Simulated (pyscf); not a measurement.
This saddle point was located with ωB97X-D3(BJ)/def2-SVP in PySCF.

```
N
H 1 1.0245
H 1 1.2664 2 104.26
N 3 1.2176 1 150.34 2 80.72
H 4 1.0259 3 107.23 1 -41.81
H 4 1.0272 5 104.75 3 -111.21
Si 1 1.7546 2 114.27 3 123.64
H 7 1.4905 1 107.48 2 -168.20
H 7 1.4925 8 109.73 1 118.91
H 7 1.4994 8 107.74 9 116.80
```
Charge 0, spin multiplicity 2.

Surface: doublet, charge 0. Lowest wavenumbers (cm⁻¹): 1801i, 122, 150, 172, 459.

Q: Name the species on either side of this saddle.

A: silylamine (H₂N–SiH₃) + amino radical (NH₂•) ⇌ •HN–SiH₃ + ammonia (NH₃), a hydrogen abstraction read from left to right: H–N broken and H–N formed. At ωB97M-D3(BJ)/def2-TZVP it lies +0.45 eV from the left side and +0.36 eV from the right (each side as separated species at their lowest minima found). On the reactant side the descent ends in a complex, 0.19 eV under the separated species and 0.64 eV under the saddle at ωB97X-D3(BJ)/def2-TZVP. The same reactants have a lower exit, to H₂N–SiH₂• + NH₃ (barrier +0.19 eV at ωB97M-D3(BJ)/def2-TZVP, against +0.45 eV here). •HN–SiH₃ lies 0.90 eV over its isomer H₂N–SiH₂• (electronic energy, ωB97M-D3(BJ)/def2-TZVP). One saddle was located; it need not be the lowest between these sides. The angle at the transferred H is 150°.
